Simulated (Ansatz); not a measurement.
C3H6OS2 (`COC(=S)SC`), relaxed with RKS PBE-D4/def2-SVP in the Gaussian-basis code of Ansatz from a rough embedded geometry. The force threshold is 0.03 eV/Å; the program also tests the step.

Charge 0, multiplicity 1.

Start:

```xyz
12

C    -0.387    1.243    1.395
O    -0.254    1.608    0.056
C     0.540    0.866   -0.747
S     0.638    1.357   -2.322
S     1.320   -0.642   -0.220
C     0.072   -1.824   -0.794
H    -1.000    2.040    1.914
H    -0.912    0.288    1.587
H     0.558    1.289    1.929
H     0.348   -2.820   -0.496
H    -0.921   -1.579   -0.399
H    -0.004   -1.825   -1.904
```

(1) How much energy does the relaxation release, and in how many steps? (Estimate.)

(2) Which bonds change most? (An estimate is asked.)

(3) Give the relaxed structure. (Estimate.)

Answers

(1) Computed: 16.95 kcal/mol, in 14 steps, 2 of them rejected.

(2) Computed: C1–O2 from 1.395 to 1.430 Å; C6–H10 from 1.075 to 1.108 Å; C1–H7 from 1.131 to 1.105 Å; C1–H9 from 1.086 to 1.111 Å.

(3) Ansatz gave: 
```xyz
12

C    -0.194    1.617    1.618
O    -0.251    1.748    0.195
C    -0.116    0.675   -0.605
S    -0.189    0.835   -2.241
S     0.143   -0.862    0.274
C     0.269   -2.028   -1.103
H    -0.335    2.636    2.020
H    -1.002    0.953    1.993
H     0.790    1.219    1.946
H     0.485   -3.011   -0.642
H    -0.683   -2.060   -1.668
H     1.083   -1.722   -1.787
```
